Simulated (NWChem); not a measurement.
# Correlation energy of P (-1)

```
P
```
Charge -1, spin multiplicity 3.

Program: NWChem.

Basis set: def2-SVPD. Each correlation energy counts from its own Hartree-Fock reference.

```csv
method,correlation energy (mHa)
UMP2,-83.7
SCS-UMP2,-82.5
CCSD on UHF,-103.7
CCSD[T] on UHF,-106.1
CCSD(T) on UHF,-106.0
CCSD on ROHF,-107.7
CCSD[T] on ROHF,-110.4
CCSD(T) on ROHF,-110.4
CCSDT on ROHF,-110.9
```

The values span 28.4 mHa, from CCSDT on ROHF (lowest) to SCS-UMP2 (highest). 

The correlated methods keep 5 core orbitals frozen. No SCF solution was tested for a lower state. Open-shell Hartree-Fock references start from PBE0 orbitals. Coupled-cluster values serve here as a point of comparison, not as the truth.
